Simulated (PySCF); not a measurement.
## Dipole moment and polarisability across levels of theory

CH4.
InChI=1S/CH4/h1H4

PySCF, dipoles from the SCF density, polarisabilities from static response with core orbitals frozen. Isolated species at its PBE0-D3(BJ)/def2-SVP geometry, gas phase.

Reference polarisability: 2.448 Å³ (measured, gas; NIST CCCBDB Release 22 (SRD 101), experimental polarizabilities). Reference polarisability: 2.426 Å³ (computed, CCSD(T)/CBS, static electronic, isotropic average, equilibrium geometry, gas; Hait, Head-Gordon, Phys. Chem. Chem. Phys. 20 (2018) 19800). Errors are taken against the first value of each kind. The anisotropy is √(½[(α1 − α2)² + (α2 − α3)² + (α3 − α1)²]).

```
              level  α (Å³)  error (%)  anisotropy (Å³)
      LDA/def2-SVPD    2.61       +6.6             0.00
      PBE/def2-SVPD    2.55       +4.2             0.00
    B3LYP/def2-SVPD    2.50       +2.3             0.00
     PBE0/def2-SVPD    2.47       +0.9             0.00
BHandHLYP/def2-SVPD    2.42       -0.9             0.00
CAM-B3LYP/def2-SVPD    2.48       +1.5             0.00
  wB97X-D/def2-SVPD    2.47       +1.0             0.00
  LC-wPBE/def2-SVPD    2.42       -1.3             0.00
       HF/def2-SVPD    2.35       -3.8             0.00
        PBE0/6-31G*    1.85      -24.4             0.00
       PBE0/6-31+G*    1.98      -19.0             0.00
      PBE0/def2-SVP    1.92      -21.5             0.00
     PBE0/def2-TZVP    2.26       -7.6             0.00
   PBE0/aug-cc-pVDZ    2.52       +3.1             0.00
    PBE0/def2-TZVPD    2.53       +3.2             0.00
   PBE0/aug-cc-pVTZ    2.54       +3.9             0.00
```

For the polarisability, the smallest error is 0.9% (PBE0/def2-SVPD and BHandHLYP/def2-SVPD) and the largest 24.4% (PBE0/6-31G*). The dipole stays under 0.05 D at every level. In one basis (def2-SVPD) the functionals order the polarisability from HF (lowest) to LDA (highest), a spread of 11%. With PBE0 the polarisability is 2.01 Å³ without diffuse functions (mean of 6-31G*, def2-SVP and def2-TZVP) and 2.41 Å³ with them (mean of 6-31+G*, def2-SVPD, aug-cc-pVDZ, def2-TZVPD and aug-cc-pVTZ). Measured values can belong to vibrating molecules; the computed ones are for one fixed geometry.
